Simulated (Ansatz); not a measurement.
# Pt (Pt, fcc): the cost of one run

Method: DFT PBEsol, plane waves (420 eV) with PAW, scalar-relativistic; the PAW data stem from PBE, with regenerated cores, in Ansatz 0.2.0.

## 1. Starting point

The structure is cubic, space group Fm-3m (No. 225). Conventional cell: a = 3.923 Å, b = 3.923 Å, c = 3.923 Å, α = 90.00°, β = 90.00°, γ = 90.00°. Pt (site symmetry m-3m) has 12 Pt at 2.77 Å as nearest neighbours.

Coordinates:

```
Pt
1.0
     0.00000    1.96155    1.96155
     1.96155    0.00000    1.96155
     1.96155    1.96155    0.00000
Pt
1
Direct
  0.00000 0.00000 0.00000
```

## 2. Relaxation of the cell

input.yaml

```yaml
crystal:
  lattice:
    - [0.0, 1.96155, 1.96155]
    - [1.96155, 0.0, 1.96155]
    - [1.96155, 1.96155, 0.0]
  atoms:
    - { symbol: Pt, position: [0.0, 0.0, 0.0] }
hamiltonian:
  xc: pbesol
  pseudopotentials:
    kind: paw
    azcp:
      Pt: "pseudopotentials/Pt.paw.azcp"
basis:
  ecutwfc: 420
  fft_grid_basis: typed
kpoints:
  mp_grid: { grid: [14, 14, 14], shift: [0, 0, 0] }
magnetization:
  spin_polarized: false
scf:
  occupations: { method: fermi_dirac, width: 0.1 }
relax:
  max_steps: 60
  f_tol: 0.01
  cell: {}
```

Q: Estimate wall time and peak memory on 1 thread of an x86-64 CPU, shared host.

About 9.2 s, with a peak of 0.5 GiB.
